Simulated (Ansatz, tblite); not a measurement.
**The cluster SnS₂: one state, many levels**

The task here is to estimate one member of a computed series from the others.

Computed with Ansatz 0.2.0, Gaussian basis. Level: as each input shows.

Plan: GFN1-xTB, GFN2-xTB, PBE-D4/def2-TZVP, r2SCAN-D4/def2-TZVP, LC-ωPBE/def2-TZVP, BLYP-D4/def2-TZVP, CAM-B3LYP-D4/def2-TZVP, B2PLYP/def2-TZVP, HSE06-D4/def2-TZVP, PBE-D4/def2-SVP, PBE0-D4/def2-SVP, PBE0-D4/def2-TZVPD, PBE-D4/def2-TZVPD, r2SCAN-D4/def2-TZVPD, CCSD(T)/def2-TZVPP, MP2/def2-TZVP, RPA/def2-TZVP, CCSD(T)/def2-TZVPD.

4 further runs of the same task are left out: 4 set aside as unsound or not needed. Runs told in other sessions of the task aren't counted.

**The relaxed structure**

The geometry is that of the singlet, from an earlier relaxation (r2SCAN-D4/def2-TZVP). At that level it is the lowest of the isomers that a small search found.

3 atoms, charge 0, spin multiplicity 1.

Bond lengths: Sn1–S2 2.405 Å, Sn1–S3 2.405 Å, S2–S3 2.165 Å. Angles: S2–Sn1–S3 53.5°, Sn1–S2–S3 63.2°, Sn1–S3–S2 63.2°.

Sn takes a core potential in the def2 sets. No spin-orbit coupling is included.

PBE0-D4/def2-TZVP was run before; its log isn't repeated, and its numbers join the tables.

Set-up of the first run:

Tight binding, by tblite at 300 K electronic temperature and without a spin-polarisation term:

```python
tblite.interface.Calculator('GFN1-xTB', numbers, positions, charge=0, uhf=0).singlepoint()
```

Tight binding, by tblite at 300 K electronic temperature and without a spin-polarisation term:

```python
tblite.interface.Calculator('GFN2-xTB', numbers, positions, charge=0, uhf=0).singlepoint()
```

start.molden holds the orbitals of an earlier run on this state, given as this run's starting guess.

in.yaml reads:

```yaml
crystal:
  periodic: [false, false, false]
  atoms:
    - {symbol: Sn, position_ang: [0.196731, -0.228819, 1.399466]}
    - {symbol: S, position_ang: [0.654627, 0.892037, -0.678444]}
    - {symbol: S, position_ang: [-0.851359, -0.663217, -0.721012]}
basis:
  gaussian: {orbitals: def2-TZVP, initial_orbitals: start.molden}
hamiltonian: {xc: pbe, dispersion: d4}
scf: {omitted_lower_state_checks: [starts]}
output: {orbitals: {seedname: orbitals}}
```

Started as:

```console
$ ansatz run in.yaml --threads 4 --pin off --events-out ev --progress --plain --max-ram 3916MiB
```

Among the steps run: PBE-D4/def2-TZVP; r2SCAN-D4/def2-TZVP; LC-ωPBE/def2-TZVP; BLYP-D4/def2-TZVP; CAM-B3LYP-D4/def2-TZVP; B2PLYP/def2-TZVP; HSE06-D4/def2-TZVP; PBE-D4/def2-SVP; PBE0-D4/def2-SVP; PBE0-D4/def2-TZVPD; PBE-D4/def2-TZVPD; r2SCAN-D4/def2-TZVPD; CCSD(T)/def2-TZVPP; MP2/def2-TZVP; RPA/def2-TZVP; CCSD(T)/def2-TZVPD.

One table of the session follows, with a row left open; its other results are not shown here.

It belongs to the step «Levels side by side». 

| level | HOMO (eV) | LUMO (eV) | gap (eV) |
| --- | --- | --- | --- |
| PBE-D4/def2-SVP | -4.70 | -3.44 | 1.26 |
| PBE-D4/def2-TZVP | -4.86 | -3.52 | 1.33 |
| PBE-D4/def2-TZVPD | -4.93 | -3.58 | 1.35 |
| BLYP-D4/def2-TZVP | -4.68 | -3.44 | 1.25 |
| r2SCAN-D4/def2-TZVP | -5.09 | -3.46 | 1.62 |
| r2SCAN-D4/def2-TZVPD | -5.13 | -3.49 | 1.64 |
| PBE0-D4/def2-SVP | -5.87 | -2.82 | 3.04 |
| PBE0-D4/def2-TZVP | -5.97 | -2.88 | 3.09 |
| PBE0-D4/def2-TZVPD | ? | ? | ? |
| HSE06-D4/def2-TZVP | -5.57 | -3.24 | 2.33 |
| CAM-B3LYP-D4/def2-TZVP | -7.20 | -1.97 | 5.23 |
| LC-ωPBE/def2-TZVP | -8.55 | -0.94 | 7.61 |

**Question.** Estimate the row for PBE0-D4/def2-TZVPD.

The run gave: HOMO (eV): -6.02; LUMO (eV): -2.92; gap (eV): 3.10. In the column «HOMO (eV)» it lies between CAM-B3LYP-D4/def2-TZVP (-7.20) and PBE0-D4/def2-TZVP (-5.97).
